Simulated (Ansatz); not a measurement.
A nudged elastic band was laid between two geometries of BF2H (4 atoms, charge 0, multiplicity 1).

Method: RKS r2SCAN-D4/def2-mTZVP (Ansatz).

```yaml
movable_images: 7
climbing_image: yes
spring: 5.0 eV/Å²
optimiser: quadratic models (default)
start_path: through a guess of the saddle point
force_threshold: 0.03 eV/Å
iteration_limit: 60
end_points: relaxed
```

Initial state:

```xyz
4
Properties=species:S:1:pos:R:3
B 0.279 0.000 0.205
H 0.220 0.000 1.391
F 1.441 0.000 -0.417
F -0.817 0.000 -0.530
```

Final state:

```xyz
4
Properties=species:S:1:pos:R:3
B -0.604 0.000 -0.126
H 1.304 0.000 0.530
F 2.209 0.000 0.811
F -1.786 0.000 -0.567
```

Problem. What changes between the two ends?

Solution. Bonds broken: B1–H2, B1–F3. Bonds formed: H2–F3. BF2H becomes BF + FH.

Problem. What energy profile does the band end with?

Solution. It converged. The highest image is number 3 of 0 to 8, 4.59 eV above the first end and 0.64 eV above the last; the last end lies 3.95 eV above the first. Neighbouring images differ by up to 2.5 eV, so the band resolves the path poorly. A vibrational analysis at the climbing image gives one clearly imaginary mode, 1170i cm⁻¹: a first-order saddle point. The orbitals stay closed-shell, which can raise the energy where a bond breaks towards radicals; this wasn't checked here.

| image | path coordinate (Å) | energy (eV) | B1–H2 (Å) | B1–F3 (Å) | H2–F3 (Å) |
| --- | --- | --- | --- | --- | --- |
| 0 | 0.00 | 0.00 | 1.19 | 1.32 | 2.18 |
| 1 | 0.39 | 0.82 | 1.17 | 1.36 | 1.81 |
| 2 | 0.78 | 3.28 | 1.19 | 1.59 | 1.47 |
| 3 | 1.16 | 4.59 | 1.35 | 1.91 | 1.17 |
| 4 | 1.53 | 4.23 | 1.69 | 2.27 | 0.98 |
| 5 | 1.90 | 4.08 | 1.91 | 2.61 | 0.95 |
| 6 | 2.27 | 4.02 | 1.95 | 2.78 | 0.95 |
| 7 | 2.64 | 3.97 | 1.99 | 2.90 | 0.95 |
| 8 | 3.01 | 3.95 | 2.02 | 2.97 | 0.95 |

Problem. What is the geometry of the highest image?

Solution. 
```xyz
4
Properties=species:S:1:pos:R:3
B -0.340 0.000 0.348
H 0.843 0.000 1.007
F 1.547 0.000 0.071
F -0.926 0.000 -0.777
```

The run took 2.4 min on 1 thread of Arm Neoverse V2, on a shared host, peak memory 0.11 GiB.
